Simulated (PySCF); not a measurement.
## AlSi at PBE0

Computed with PBE0; PySCF, no relativity, basis sets Al def2-TZVP, Si def2-TZVP.

| Quantity | Value |
| --- | --- |
| state | ²Π (doublet), unpaired electrons π ↑, a second solution, started from another occupation |
| bond length | 2.255 Å |
| harmonic wavenumber | 460 cm⁻¹ |
| force constant | 1.71 mdyn/Å |
| rotational constant Be | 0.2413 cm⁻¹ |
| anharmonicity ωexe | 2.84 cm⁻¹ |
| vibration–rotation constant αe | 0.00165 cm⁻¹ |
| energy of the minimum from ground-state Al + Si | -1.59 eV |
| bond order (Mayer) | 2.26 |
| dipole moment (positive dipole means Al(−)Si(+)) | -2.00 D |
